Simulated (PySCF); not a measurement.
Vertical excitation energies

Compound: SiF2.
SMILES: `F[Si]F`

Computed with PySCF 2.14.0, density-fitted response routines, TDDFT wB97X-D/def2-SVPD, vertical, gas phase, core orbitals frozen in the response. Isolated species at its PBE0-D3(BJ)/def2-SVP geometry, gas phase.

```json
{"state": "S1", "E (eV)": "5.53", "λ (nm)": "224.2", "f": "0.169", "symmetry": "B1 or B2", "main configurations (H = HOMO, L = LUMO)": "H→L (98%)"}
{"state": "S2", "E (eV)": "7.99", "λ (nm)": "155.3", "f": "0.309", "symmetry": "B1 or B2", "main configurations (H = HOMO, L = LUMO)": "H→L+1 (92%)"}
{"state": "S3", "E (eV)": "8.10", "λ (nm)": "153.0", "f": "0.0000", "symmetry": "–", "main configurations (H = HOMO, L = LUMO)": "H-1→L (99%)"}
{"state": "S4", "E (eV)": "8.46", "λ (nm)": "146.6", "f": "0.281", "symmetry": "A1", "main configurations (H = HOMO, L = LUMO)": "H→L+2 (60%), H→L+3 (36%)"}
{"state": "S5", "E (eV)": "8.97", "λ (nm)": "138.3", "f": "0.081", "symmetry": "A1", "main configurations (H = HOMO, L = LUMO)": "H→L+3 (62%), H→L+2 (36%)"}
{"state": "S6", "E (eV)": "9.21", "λ (nm)": "134.6", "f": "0.143", "symmetry": "B1 or B2", "main configurations (H = HOMO, L = LUMO)": "H-2→L (88%)"}
{"state": "S7", "E (eV)": "9.44", "λ (nm)": "131.4", "f": "0.020", "symmetry": "B1 or B2", "main configurations (H = HOMO, L = LUMO)": "H-4→L (98%)"}
{"state": "S8", "E (eV)": "9.91", "λ (nm)": "125.2", "f": "0.045", "symmetry": "A1", "main configurations (H = HOMO, L = LUMO)": "H-3→L (89%)"}
{"state": "S9", "E (eV)": "10.18", "λ (nm)": "121.8", "f": "0.0000", "symmetry": "–", "main configurations (H = HOMO, L = LUMO)": "H-5→L (96%)"}
{"state": "S10", "E (eV)": "10.89", "λ (nm)": "113.9", "f": "0.084", "symmetry": "B1 or B2", "main configurations (H = HOMO, L = LUMO)": "H→L+6 (99%)"}
```

Triplets (Tamm–Dancoff): T1 3.23 eV, H→L (98%); T2 6.11 eV, H→L+1 (95%); T3 7.22 eV, H→L+2 (65%), H→L+3 (30%); T4 7.95 eV, H-1→L (98%).

The lowest singlet comes at 224 nm (534 kJ/mol) in the ultraviolet; it is strong; its leading configuration is HOMO→LUMO (98%). The most intense listed level is S2 at 7.99 eV (155 nm, f = 0.309), 2.46 eV above S1. Löwdin shares by element: HOMO silicon 68%, fluorine 32%; LUMO silicon 72%, fluorine 28%. The oscillator strengths of these states sum to 1.131; summed over the whole spectrum of an exact calculation they would give the number of electrons, 32 (Thomas–Reiche–Kuhn). Of the 10 states listed, 8 reach f = 0.01 and 2 stay under 0.0005. Orbital energies (eV): HOMO-3 -15.37, HOMO-2 -14.57, HOMO-1 -14.12, HOMO -10.47, LUMO -0.56, LUMO+1 1.95, LUMO+2 2.38. Symmetry labels in C2v follow from the direction of the transition dipole and are given only for states with f of 0.002 or more; B1 and B2 swap with the choice of axes. The window holds the lowest 10 singlets.

The run took 2.2 s on one thread of an Arm Neoverse V1, shared host.
